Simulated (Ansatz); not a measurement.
Molecule: tetrachloromethane, CCl4, charge 0, multiplicity 1. 
Structure (B3LYP-D3(BJ)/def2-TZVP (Ansatz, an electronic-structure program) minimum search):
```xyz
5

C      0.0000     0.0000     0.0000
Cl     1.0327     1.0410     1.0081
Cl    -1.0056    -1.0297     1.0464
Cl    -1.0489     1.0136    -1.0192
Cl     1.0218    -1.0250    -1.0353
```

Computed values are from Ansatz. Valence correlation only, unless marked. UHF or UKS for open shells. No spin-orbit coupling. Non-relativistic. CBS marks a two-point X^-3 extrapolation of the correlation energy; Hartree-Fock from the larger set. The bracket is a focal-point correction in the basis named.

The atomisation energy De comes out as 314.6 kcal/mol at RI-MP2/CBS(aug-cc-pV(T+d)Z,aug-cc-pV(Q+d)Z)+[CCSD(T)-MP2]/aug-cc-pV(T+d)Z and the total energy comes out as -1877.1213 Eh at RI-MP2/CBS(aug-cc-pV(T+d)Z,aug-cc-pV(Q+d)Z)+[CCSD(T)-MP2]/aug-cc-pV(T+d)Z. The dipole moment is 0.00 D at CCSD(T)/aug-cc-pV(D+d)Z, the T1 diagnostic comes out as 0.010 at CCSD/cc-pwCVTZ and the measured enthalpy of formation, 298 K is -23.3 kcal/mol (Active Thermochemical Tables 1.112 (ions: stationary electron), as tabulated in the package chemicals). The measured dipole moment comes out as 0.00 D (NIST CCCBDB, as tabulated in the package chemicals; older table, unchecked).
